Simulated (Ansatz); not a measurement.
# C6H8 (divinylethylene): the cost of one run

All numbers are computed with the Python package of Ansatz 0.2.0. Level of theory: PBE0+D3(BJ)/def2-SVP.

## (1) The system

The script builds its own geometries from the SMILES C=C/C=C/C=C.

No structure file is read: the coordinates are typed or built in the script.

## (2) Script

Input file run_conformers.py:

```python
"""Conformer energies of C6H8."""

import ansatz as az
from rdkit import Chem
from rdkit.Chem import AllChem

params = {
    "basis_set": "def2-SVP",
    "functional": "pbe0",
    "vdw": "d3bj",
}


def main() -> None:
    rd = Chem.AddHs(Chem.MolFromSmiles("C=C/C=C/C=C"))
    ids = list(AllChem.EmbedMultipleConfs(rd, numConfs=20, randomSeed=810, pruneRmsThresh=0.4))
    field = [energy for _, energy in AllChem.MMFFOptimizeMoleculeConfs(rd)]
    distinct = {round(e, 2): i for i, e in zip(ids, field)}
    chosen = sorted(distinct.items())[:3]
    found = []
    for force_field, index in chosen:
        molecule = az.Crystal.molecule()
        for atom, xyz in zip(rd.GetAtoms(), rd.GetConformer(index).GetPositions()):
            molecule = molecule.atom(atom.GetSymbol(), xyz.round(5).tolist())
        setup = (
            molecule.calculation()
            .basis(gaussian=params["basis_set"])  # atom-centred Gaussian functions
            .functional(params["functional"], dispersion=params["vdw"])
        )
        found.append(setup.run(threads=1, pin="off").report["free_energy_ev"])
    print("conformer   MMFF (kcal/mol)   this level (kJ/mol)")
    for (force_field, index), e in zip(chosen, found):
        print(f"{index:9d} {force_field - chosen[0][0]:17.2f} {96.485332 * (e - min(found)):17.3f}")


if __name__ == "__main__":
    main()
```

## (3) Running it

Launch:

```
> python run_conformers.py
```

**Question.** How long does this script take on 1 thread of Arm Neoverse V1, shared host, and how much memory does it need?

About 8.1 s, with a peak of 0.34 GiB.
